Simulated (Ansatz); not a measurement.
Consider the ligand exchange at a Mg–C bond: `[CH3][Mg][NH2]` + H–F → `[NH2][Mg][F]` + CH₄.

Isolated molecules relaxed with PBE0-D4/def2-TZVP in Ansatz; ΔE leaves out vibrations. CBS: MP2 limit from def2 TZ/QZ plus the TZ coupled-cluster correction, frozen cores. This one scheme is used for every species. For Mg outer-core shells are correlated without core-valence functions, which leaves a few kJ/mol of doubt a bond. One conformer a species, not always the lowest.

`[CH3][Mg][NH2]`:

Cartesian coordinates in Å:
```
C 0.161 1.731 0.181
Mg -0.029 -0.329 -0.035
N -0.204 -2.203 -0.231
H -0.767 2.252 -0.075
H 0.947 2.137 -0.464
H 0.412 2.010 1.210
H 0.489 -2.899 0.000
H -1.009 -2.698 -0.585
```

H–F:

Cartesian coordinates in Å:
```
F -0.424 -0.162 0.072
H 0.424 0.162 -0.072
```

`[NH2][Mg][F]`:

Cartesian coordinates in Å:
```
N 0.059 -0.608 -0.609
Mg -0.068 0.715 0.715
F -0.188 1.953 1.954
H 0.293 -1.578 -0.463
H -0.097 -0.481 -1.597
```

CH₄:

Z-matrix (Å, degrees):
```
C
H 1 1.090
H 1 1.090 2 109.5
H 1 1.090 2 109.5 3 -120.0
H 1 1.090 2 109.5 3 120.0
```

```
         species  HF/def2-SVP energy (Eh)
`[CH3][Mg][NH2]`               -294.69611
             H–F                -99.93236
  `[NH2][Mg][F]`               -354.54855
             CH₄                -40.16918
```

(1) Work out ΔE.

Largest T1 diagnostic among the species: 0.011.

## Answers

(1) ΔE = (-354.54855) + (-40.16918) − (-294.69611) − (-99.93236) = -0.08926 Eh = -2.43 eV. CCSD(T)/CBS gives -2.01 eV.

Leaving LDA and LC-ωPBE aside and taking each functional with its dispersion term where it has one, the values, not all of them listed here, spread over 0.16 eV, from BHLYP-D4 to PBE-D4. LDA lies +0.10 eV from PBE without D4. At CCSD(T), def2-SVP lies −0.33 eV from the extrapolated value and def2-TZVPP +0.00 eV.
